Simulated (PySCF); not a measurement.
**MgCl and its ions**

UHF; basis Mg 6-311G(d,p), Cl 6-311G(d,p); no relativity; PySCF 2.14. Neutral (UHF): doublet (σ ↑), Re = 2.235 Å, ωe = 455 cm⁻¹, De = 2.85 eV, HOMO -8.00 eV, LUMO -0.12 eV.

MgCl⁺ (RHF): singlet (closed shell), Re = 2.124 Å, ωe = 567 cm⁻¹, De = 1.79 eV to Mg⁺ + Cl. The energies at the minima are -659.18436 hartree for MgCl and -658.90269 for MgCl⁺.

Task: Work out the adiabatic ionisation energy, without and with harmonic zero-point energies (1 hartree = 27.2114 eV, 1 eV = 8065.5 cm⁻¹), and the change of the bond length.

Result: At HF: 0.28167 hartree = 7.665 eV between the minima; the zero-point term (567.0 − 455.0)/2 cm⁻¹ = +0.007 eV makes it 7.672 eV. Re changes by -11.1 pm against the neutral. The electron leaves a σ orbital; in so polar a molecule the change of length follows mostly from the change of the ionic charges.

For an ion De counts to the pair picked by the measured ionisation energies or electron affinities, which need not be the lowest pair at this level. Where the molecule has an RHF reference, its open-shell atoms are computed with UHF. Hartree–Fock leaves out correlation, which carries a large part of most bond energies and some tenths to 1 eV of ionisation energies. States were picked by a PBE0 search and need not be the measured ground states.

Neutral and ion stand on different kinds of reference determinant, which adds to the error of the difference.
